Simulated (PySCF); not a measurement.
A geometry optimisation, step by step.

Compound: nitrosomethane, CH3NO.
Bonds: C1–N2, N2–O3 (double). Hydrogens: H4, H5, H6 on C1.

Method: BHandHLYP/def2-TZVP geometry optimisation, gas phase (PySCF); density fitting, grid level 1; the optimiser is geomeTRIC in internal coordinates, started from a GFN2-xTB structure. The frame can shift and turn from step to step; on so coarse a grid that alone can change the energy by a few meV, and forces under 0.02 eV/Å are noise.

Step 0: E = -4619.4749 eV, largest atomic force 2.455 eV/Å
```
atom  x, y, z in Å  |  force x, y, z in eV/Å
C1     -0.419    0.043    0.022   -0.360   0.587  -0.177
N2      0.870   -0.587    0.126    2.239   0.549  -0.431
O3      1.831    0.067   -0.212   -2.204  -0.923   0.563
H4     -0.861    0.013    1.019    0.093  -0.001  -0.171
H5     -1.032   -0.599   -0.612    0.130   0.100   0.109
H6     -0.386    1.065   -0.365    0.102  -0.312   0.108
```

Step 1: E = -4619.4932 eV, largest atomic force 0.785 eV/Å
```
atom  x, y, z in Å  |  force x, y, z in eV/Å
C1     -0.408   -0.066   -0.098   -0.201  -0.227   0.218
N2      0.989   -0.464    0.132   -0.577   0.510  -0.083
O3      1.659    0.491    0.309    0.772  -0.093   0.105
H4     -0.942   -0.290    0.823    0.019  -0.051  -0.050
H5     -0.842   -0.665   -0.883    0.039  -0.071  -0.121
H6     -0.453    0.997   -0.299   -0.053  -0.068  -0.069
```

Step 2: E = -4619.5031 eV, largest atomic force 0.765 eV/Å
```
atom  x, y, z in Å  |  force x, y, z in eV/Å
C1     -0.426   -0.055   -0.092    0.418   0.426   0.159
N2      0.980   -0.427    0.134    0.222  -0.492   0.088
O3      1.747    0.457    0.310   -0.741   0.006  -0.188
H4     -0.960   -0.303    0.821    0.071  -0.024  -0.013
H5     -0.827   -0.672   -0.886    0.140  -0.004  -0.015
H6     -0.510    1.002   -0.305   -0.110   0.089  -0.031
```

Step 3: E = -4619.5262 eV, largest atomic force 0.122 eV/Å
```
atom  x, y, z in Å  |  force x, y, z in eV/Å
C1     -0.419   -0.051   -0.088    0.115   0.018   0.036
N2      0.975   -0.444    0.141   -0.062  -0.010   0.057
O3      1.716    0.463    0.296   -0.041   0.016  -0.059
H4     -0.956   -0.302    0.822   -0.010  -0.029  -0.019
H5     -0.808   -0.669   -0.886   -0.012   0.007  -0.021
H6     -0.503    1.007   -0.303    0.009  -0.002   0.006
```

Step 4: E = -4619.5282 eV, largest atomic force 0.076 eV/Å
```
atom  x, y, z in Å  |  force x, y, z in eV/Å
C1     -0.418   -0.052   -0.084    0.028  -0.009   0.013
N2      0.972   -0.444    0.154   -0.060   0.012   0.046
O3      1.712    0.468    0.281    0.048   0.015  -0.037
H4     -0.964   -0.307    0.819   -0.012  -0.024  -0.014
H5     -0.801   -0.667   -0.888   -0.003   0.006  -0.013
H6     -0.498    1.006   -0.299    0.000   0.000   0.006
```

Step 5: E = -4619.5320 eV, largest atomic force 0.128 eV/Å
```
atom  x, y, z in Å  |  force x, y, z in eV/Å
C1     -0.416   -0.053   -0.072   -0.125  -0.024  -0.011
N2      0.965   -0.438    0.196    0.017   0.034   0.020
O3      1.715    0.474    0.232    0.110  -0.007  -0.005
H4     -0.990   -0.323    0.808   -0.009  -0.004  -0.004
H5     -0.773   -0.663   -0.894    0.012   0.004  -0.005
H6     -0.496    1.006   -0.287   -0.005  -0.003   0.005
```

Step 6: E = -4619.5336 eV, largest atomic force 0.140 eV/Å
```
atom  x, y, z in Å  |  force x, y, z in eV/Å
C1     -0.417   -0.050   -0.063   -0.138  -0.014  -0.011
N2      0.959   -0.431    0.228    0.071   0.013   0.007
O3      1.724    0.469    0.193    0.050  -0.014   0.009
H4     -1.012   -0.333    0.799    0.002   0.010  -0.001
H5     -0.749   -0.659   -0.897    0.014   0.007  -0.004
H6     -0.500    1.008   -0.278    0.001  -0.002   0.000
```

Step 7: E = -4619.5339 eV, largest atomic force 0.059 eV/Å
```
atom  x, y, z in Å  |  force x, y, z in eV/Å
C1     -0.419   -0.049   -0.062   -0.059   0.001  -0.009
N2      0.958   -0.431    0.234    0.043   0.003   0.007
O3      1.729    0.464    0.189    0.001  -0.013   0.004
H4     -1.018   -0.333    0.797    0.005   0.005   0.000
H5     -0.745   -0.657   -0.899    0.006   0.004  -0.002
H6     -0.502    1.009   -0.277    0.003   0.001   0.000
```

Step 8: E = -4619.5340 eV, largest atomic force under 0.02 eV/Å
```
atom  x, y, z in Å  |  force x, y, z in eV/Å
C1     -0.420   -0.048   -0.062   -0.001   0.005  -0.002
N2      0.958   -0.433    0.235    0.007  -0.002   0.002
O3      1.731    0.460    0.192   -0.009  -0.006   0.001
H4     -1.020   -0.331    0.796    0.000   0.001  -0.001
H5     -0.744   -0.655   -0.901    0.001   0.001   0.000
H6     -0.500    1.010   -0.277    0.003   0.001   0.000
```

Task: Summarise the path.

Result: The energy falls by 5.71 kJ/mol from step 0 to step 8; nine tenths of that is first reached at step 4. It falls at every step. The largest force goes from 2.455 to under 0.02 eV/Å. Among the bonds N2=O3 changes most, from 1.210 to 1.181 Å; the atoms move by 0.028 Å rms after alignment.

Task: Follow the three bonds and two angles with the largest change from start to end.

Result: 
| step | E above end (kJ/mol) | largest force (eV/Å) | N2=O3 (Å) | C1–N2 (Å) | C1–H6 (Å) | C1–N2–O3 (°) | N2–C1–H6 (°) |
| --- | --- | --- | --- | --- | --- | --- | --- |
| 0 | 5.71 | 2.455 | 1.210 | 1.439 | 1.094 | 117.1 | 114.0 |
| 1 | 3.94 | 0.785 | 1.180 | 1.470 | 1.083 | 110.1 | 109.6 |
| 2 | 2.98 | 0.765 | 1.184 | 1.472 | 1.081 | 117.0 | 110.5 |
| 3 | 0.75 | 0.122 | 1.181 | 1.466 | 1.083 | 114.3 | 111.5 |
| 4 | 0.55 | 0.076 | 1.181 | 1.464 | 1.083 | 113.9 | 111.4 |
| 5 | 0.19 | 0.128 | 1.181 | 1.458 | 1.083 | 113.7 | 111.4 |
| 6 | 0.04 | 0.140 | 1.182 | 1.457 | 1.083 | 114.0 | 111.6 |
| 7 | 0.01 | 0.059 | 1.182 | 1.459 | 1.083 | 114.2 | 111.6 |
| 8 | 0.00 | under 0.02 | 1.181 | 1.461 | 1.083 | 114.2 | 111.6 |

The cost below is that of the whole optimisation. The run took 14 s of wall time on an Intel Xeon Platinum 8488C with one thread, on a shared host, and the process peaked at 0.43 GiB of memory.
